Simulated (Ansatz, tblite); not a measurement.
# BH2I: charged states by level of theory

An exercise on one series of results from a longer session: the logs are not shown, and one member is left open.

Computed with Ansatz 0.2.0, Gaussian basis. Level: as each input shows.

Levels to be run: charge +1 doublet, at the geometry of the singlet (PBE0-D4/def2-TZVP, PBE-D4/def2-TZVP, r2SCAN-D4/def2-TZVP, CCSD(T)/def2-TZVPP); the starting singlet's energies come from earlier runs.

1 further run of the same task is left out (set aside as unsound or not needed). Runs told in other sessions of the task aren't counted.

## The geometry

The geometry is that of the singlet, from an earlier relaxation (PBE-D4/def2-TZVP).

4 atoms, charge 0, spin multiplicity 1.

Atoms are counted from 1 here; the program's logs count them from 0.

Bond lengths: B1–H2 1.194 Å, B1–H3 1.194 Å, B1–I4 2.109 Å. Angles: H2–B1–H3 124.9°, H2–B1–I4 117.5°, H3–B1–I4 117.5°.

I takes a core potential in the def2 sets. No spin-orbit coupling is included.

Set-up of the first run:

Input file in.yaml:

```yaml
crystal:
  periodic: [false, false, false]
  atoms:
    - {symbol: B, position_ang: [0.129359, 0.215155, 0.007920]}
    - {symbol: H, position_ang: [1.320822, 0.142063, 0.041897]}
    - {symbol: H, position_ang: [-0.493422, 1.234088, 0.007676]}
    - {symbol: I, position_ang: [-0.956750, -1.591306, -0.057503]}
basis:
  gaussian: {orbitals: def2-TZVP}
total_charge: 1
magnetization: {spin_polarized: true, initial_magnetization: 1}
hamiltonian: {xc: pbe0, dispersion: d4}
output: {orbitals: {seedname: orbitals}}
```

On the command line:

```sh
> ansatz run in.yaml --threads 4 --pin off --events-out ev --progress --plain --max-ram 3916MiB
```

Among the steps run: Charge +1 doublet at the fixed geometry, PBE0-D4/def2-TZVP; Charge +1 doublet at the fixed geometry, PBE-D4/def2-TZVP; Charge +1 doublet at the fixed geometry, r2SCAN-D4/def2-TZVP; Charge +1 doublet at the fixed geometry, CCSD(T)/def2-TZVPP.

One of the session's tables, all rows but one given; the rest of the session is left out.

It belongs to the step «Vertical ionisation energy». 

```
             method  vertical ionisation energy (eV)
      HF/def2-TZVPP                             9.02
   PBE-D4/def2-TZVP                             9.80
r2SCAN-D4/def2-TZVP                             9.86
  PBE0-D4/def2-TZVP                                ?
     MP2/def2-TZVPP                            10.06
    CCSD/def2-TZVPP                             9.87
 CCSD(T)/def2-TZVPP                             9.94
```

Estimate the missing values for PBE0-D4/def2-TZVP.

**Answer.** vertical ionisation energy (eV): 9.92. In the column «vertical ionisation energy (eV)» it lies between CCSD/def2-TZVPP (9.87) and CCSD(T)/def2-TZVPP (9.94).
